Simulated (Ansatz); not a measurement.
A nudged elastic band was laid between two geometries of BH4N + H2O (9 atoms, charge 0, multiplicity 1).

Method: Ansatz 0.2.0, RKS PBE0-D4/6-31G*.

* movable images: 7
* climbing image: yes
* spring: 5.0 eV/Å²
* optimiser: quadratic models (default)
* start path: through a guess of the saddle point
* force threshold: 0.05 eV/Å
* iteration limit: 60
* end points: relaxed

Image 0:

```xyz
9
Properties=species:S:1:pos:R:3
B 0.073 -0.313 0.305
N 0.086 -0.373 1.702
H -0.736 -0.555 2.259
H 0.939 -0.356 2.243
H 1.109 -0.187 -0.281
H -0.981 -0.407 -0.260
O -0.434 2.578 0.597
H -1.281 2.341 0.200
H -0.285 1.872 1.242
```

Image 8:

```xyz
9
Properties=species:S:1:pos:R:3
B -0.100 0.488 0.152
N 0.092 0.152 1.809
H -0.799 0.145 2.302
H 0.561 -0.737 1.971
H 1.042 0.355 -0.250
H -0.872 -0.385 -0.216
O -0.575 1.838 0.110
H -1.516 1.846 -0.082
H 0.659 0.896 2.212
```

(1) Which bonds break or form, and what moves?

(2) Give the energies along the band, and the barrier.

(3) What is the geometry of the highest image?

(4) What are the harmonic wavenumbers there?

Answers

(1) Bonds broken: O7–H9. Bonds formed: B1–O7, N2–H9. BH4N + H2O becomes BH6NO.

(2) It converged. The highest image is number 3 of 0 to 8, 0.33 eV above the first end and 1.00 eV above the last; the last end lies 0.67 eV below the first. A vibrational analysis at the climbing image gives one clearly imaginary mode, 1139i cm⁻¹: a first-order saddle point. The orbitals stay closed-shell, which can raise the energy where a bond breaks towards radicals; this wasn't checked here.

```csv
image,path coordinate (Å),energy (eV),O7–H9 (Å),B1–O7 (Å),N2–H9 (Å)
0,0.00,0.00,0.97,2.95,2.32
1,0.50,0.03,0.97,2.45,2.24
2,1.00,0.13,0.99,1.87,1.93
3,1.51,0.33,1.16,1.62,1.38
4,1.96,-0.29,1.68,1.49,1.06
5,2.41,-0.59,2.20,1.44,1.02
6,2.86,-0.63,2.37,1.43,1.02
7,3.31,-0.65,2.47,1.43,1.02
8,3.76,-0.67,2.61,1.43,1.02
```

(3) 
```xyz
9
Properties=species:S:1:pos:R:3
B -0.039 0.214 0.250
N -0.003 0.058 1.805
H -0.740 -0.491 2.232
H 0.889 -0.195 2.218
H 1.015 0.008 -0.291
H -1.030 -0.261 -0.253
O -0.237 1.819 0.409
H -1.136 2.067 0.150
H -0.229 1.380 1.488
```

(4) 1139i, 348, 647, 676, 699, 744, 807, 860, 900, 1025, 1128, 1180, 1227, 1588, 1646, 1929, 2547, 2631, 3575, 3670, 3825 cm⁻¹.

Time of the run: 2.7 min on 1 thread of Arm Neoverse V1 (shared host), peak memory 0.11 GiB.
